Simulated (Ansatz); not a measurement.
**H2O2 (hydrogen peroxide): the energy to break a bond**

H2O2: 4 atoms, total charge 0, spin state singlet. As SMILES, `OO`. The shape was relaxed beforehand at PBE0/def2-SVP.

```xyz
4

O    -0.4773   -0.5794    0.0187
O     0.0606    0.7193    0.2069
H     0.1776   -1.1201    0.4813
H     0.2391    0.9803   -0.7070
```

Wanted: the dissociation energy of the H4–O2 bond into doublet H and doublet HO2 (shapes relaxed at PBE0/def2-SVP, no zero-point term). 1 Eh = 2625.50 kJ/mol = 27.2114 eV. Totals in Eh; open shells run unrestricted unless said.

| level | program | H2O2 | doublet H | doublet HO2 |
| --- | --- | --- | --- | --- |
| CAM-B3LYP/def2-TZVPP | Ansatz | -151.571014 | -0.498811 | -150.929462 |
| wB97M-V/def2-TZVPP | Ansatz | -151.570960 | -0.494111 | -150.931408 |
| RPA@PBE/def2-TZVPP, 2 core orbitals frozen | Ansatz | -151.576684 | -0.517613 | -150.917823 |

**Question.** Work out the dissociation energy at each level.

**Answer.** 
1. CAM-B3LYP/def2-TZVPP: (-0.498811) + (-150.929462) − (-151.571014) = 0.142741 Eh = 374.8 kJ/mol = 3.88 eV.
2. wB97M-V/def2-TZVPP: (-0.494111) + (-150.931408) − (-151.570960) = 0.145441 Eh = 381.9 kJ/mol = 3.96 eV.
3. RPA@PBE/def2-TZVPP: (-0.517613) + (-150.917823) − (-151.576684) = 0.141248 Eh = 370.8 kJ/mol = 3.84 eV.

The levels span 371 to 382 kJ/mol; no measured value is set beside them. A bond enthalpy at 298 K also holds the loss of zero-point energy and thermal terms.
